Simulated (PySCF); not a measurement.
1-chloro-2,2-difluoroethylene, C2HClF2.
SMILES with atom numbers: `[F:1][C:2]([F:3])=[CH:4][Cl:5]` (hydrogens: H6 on C4)

Structure used (PBE0-D3(BJ)/def2-SVP), in Å, numbered top down from 1:
```
atom  x, y, z in Å
F1    -1.4136    0.8106    0.5743
C2    -0.6439   -0.1358    0.1155
F3    -1.3056   -1.2524   -0.0501
C4     0.6520   -0.0134   -0.1602
Cl5    1.5002    1.4587    0.0608
H6     1.2109   -0.8677   -0.5403
```

Method: core-valence-separated Tamm–Dancoff BHandHLYP/aug-pcX-1 (pcseg-1 on H, def2-SVPD on Cl) in PySCF, non-relativistic, gas phase, PBE0-D3(BJ)/def2-SVP geometry. No empirical shift is added; at this level the pattern usually sits a few eV under experiment.

Question: List the carbon K-edge absorption lines.

Answer: 
| E (eV) | f | core hole on | main final orbital | polarisation |
| --- | --- | --- | --- | --- |
| 284.70 | 0.0555 | C4 | LUMO+2 (83 %) | out of plane |
| 285.54 | 0.0518 | C4 | LUMO+1 (39 %) | in plane |
| 287.12 | 0.0820 | C2 | LUMO+2 (89 %) | out of plane |
| 287.51 | 0.0137 | C4 | LUMO (67 %) | in plane |
| 288.60 | 0.0111 | C4 | LUMO+3 (47 %) | in plane |
| 289.34 | 0.0059 | C4 | LUMO+4 (78 %) | out of plane |
| 289.38 | 0.0053 | C4 | LUMO+1 (43 %) | in plane |
| 289.98 | 0.0545 | C2 | LUMO+1 (35 %) | in plane |
| 290.02 | 0.0005 | C4 | LUMO+6 (35 %) | – |
| 290.58 | 0.0001 | C4 | LUMO+7 (53 %) | – |

The first line with a tenth or more of the strongest one's intensity is at 284.70 eV (f = 0.056), with the hole on C4 (vinylic C–Cl carbon), polarised out of plane: a 1s→π* resonance. The strongest listed is at 287.12 eV (f = 0.082; C2, 1s→π*).

Question: Give energies, oscillator strengths and core holes at the F K edge.

Answer: 
| E (eV) | f | core hole on | main final orbital | polarisation |
| --- | --- | --- | --- | --- |
| 686.85 | 0.0127 | F1 | LUMO+2 (92 %) | out of plane |
| 686.93 | 0.0247 | F3 | spread | in plane |
| 686.98 | 0.0114 | F3 | LUMO+2 (91 %) | out of plane |
| 687.16 | 0.0226 | F1 | LUMO (31 %) | in plane |
| 688.47 | 0.0126 | F3 | LUMO (44 %) | in plane |
| 688.60 | 0.0113 | F1 | LUMO+1 (30 %) | in plane |
| 689.05 | 0.0101 | F3 | LUMO+3 (41 %) | in plane |
| 689.26 | 0.0103 | F1 | LUMO+3 (32 %) | in plane |
| 689.50 | 0.0045 | F3 | spread | in plane |
| 689.67 | 0.0027 | F3 | LUMO+4 (85 %) | out of plane |
| 689.75 | 0.0021 | F1 | LUMO+4 (85 %) | out of plane |

The first line with a tenth or more of the strongest one's intensity is at 686.85 eV (f = 0.013), with the hole on F1 (vinyl fluorine), polarised out of plane. The strongest listed is at 686.93 eV (f = 0.025; F3).

Roots within 0.03 eV whose holes lie on the same, on equivalent or on shared atoms are summed into one line, and the highest roots are left out, as the search may have cut off their partners. Final orbitals are the ground state's empty Kohn–Sham orbitals. A dash: too weak, shared between unlike atoms, or no plane or axis to refer to.

Question: What length of transition dipole belongs to the line at 284.70 eV?

Answer: From f = (2/3) ΔE |μ|² in atomic units, with ΔE = 10.462 Eh and f = 0.0555: |μ| = 0.089 au = 0.23 D.

Only the lowest roots of each edge were sought.
